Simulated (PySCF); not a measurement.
# Neon: a sound run and one with changed settings

Sound run: Ne [Ne], Ne⁺ [He] 2s2 2p5. Calculation: PySCF 2.14, in 6-31G*; no relativity, point nucleus. In the sound run the correlated levels freeze 1s2. The sound run starts from symmetry-adapted Hartree-Fock orbitals and uses a fine grid where one is needed.

A second run was set up differently.

```
species   method  sound run (hartree)  changed run (hartree)  converged
     Ne      MP2           -128.62414             -128.62533        yes
     Ne  CCSD(T)           -128.62793             -128.62897        yes
    Ne⁺      MP2           -127.84687             -127.84795        yes
    Ne⁺  CCSD(T)           -127.85634             -127.85732        yes
```

Ionisation energy of Ne:

```csv
method,sound run (eV),changed run (eV)
UHF,19.681,19.681
MP2,21.150,21.153
SCS-MP2,21.040,21.042
CCSD,20.984,20.986
CCSD(T),20.996,20.998
```

(1) What was changed?
A. a valence shell is frozen
B. all electrons correlated in a valence basis
C. minimal basis
D. level shift left on

## Answers

(1) B. A valence basis has no tight correlating functions, so it recovers only part of the core correlation, and not evenly between atom and ion.
